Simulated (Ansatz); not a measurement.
## Ansatz (development build ahead of 0.2.0) run

```yaml
crystal:
  periodic: [false, false, false]
  atoms:
    - { symbol: B, position_ang: [0.0, 0.0, -0.84226] }
    - { symbol: "N", position_ang: [0.0, 0.0, 0.66198] }
    - { symbol: H, position_ang: [0.0, -1.08586, -1.14247] }
    - { symbol: H, position_ang: [-0.94038, 0.54293, -1.14247] }
    - { symbol: H, position_ang: [0.94038, 0.54293, -1.14247] }
    - { symbol: H, position_ang: [0.0, 0.8753, 1.00161] }
    - { symbol: H, position_ang: [-0.75803, -0.43765, 1.00161] }
    - { symbol: H, position_ang: [0.75803, -0.43765, 1.00161] }
basis:
  gaussian: { orbitals: cc-pVDZ }
hamiltonian:
  xc: hf
```

The input is written out in the form of the current development build from the run's settings.

The run gave:

* Converged: yes
* Total energy: -82.58718 hartree
* Spin squared of the determinant: 0.000

Caution: no unrestricted run beside it, a lower state can exist.
